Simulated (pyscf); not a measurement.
Single points on ωB97X-D3(BJ)/def2-SVP structures (PySCF, gas phase). MP2 and CC: frozen core, UHF for open shells. ΔMP2 is the change of the MP2 total energy from the triple- to the quadruple-zeta basis.

Estimate by transition-state theory (the high-pressure limit) the rate constant of H₃Si–GaH–PH₂ (SMILES [SiH3][GaH][PH2]) → H₂P–Ga (SMILES [PH2][Ga]) [singlet] + SiH₄ (SMILES [SiH4]) (singlet surface; Ga–Si, Ga–H broken, H–Si formed) at 900 K, with CCSD(T)/def2-TZVPP + ΔMP2(QZVPP) energies (ideal gas, 1 atm, RRHO with modes under 100 cm⁻¹ raised to 100, one conformer, R ln 2 for rigid chiral ones; no tunnelling).

The electronic barrier is 37.7 kcal/mol and the thermal terms add +0.8, so ΔG‡ = 38.5 kcal/mol. With k_BT/h = 1.88e+13 s⁻¹ and RT = 1.788 kcal/mol, k = 8.5e+03 s⁻¹, a half-life of 8.2e-05 s through this channel alone. Wigner's tunnelling factor for 377i cm⁻¹ would be 1.02. A shift of 1 kcal/mol in the barrier changes k by a factor 1.7. On the product side the descent ends in a complex (not fully relaxed), 4.8 kcal/mol under the separated species and 24.8 kcal/mol under the saddle at ωB97X-D3(BJ)/def2-TZVP. At ωB97X-D3(BJ) the barrier from the zero used here is 40.6 kcal/mol. One saddle was located; it need not be the lowest between these sides. The CCSD(T) − MP2 part came from Ansatz, without density fitting, on the same reference. The frozen core leaves the outer d or s,p core shells of the metals and heavy elements correlated in the MP2 and CC values, and def2-TZVPP describes them poorly, which can shift differences by a few kcal/mol. Elements up to Kr have no core potential and no relativistic terms here.
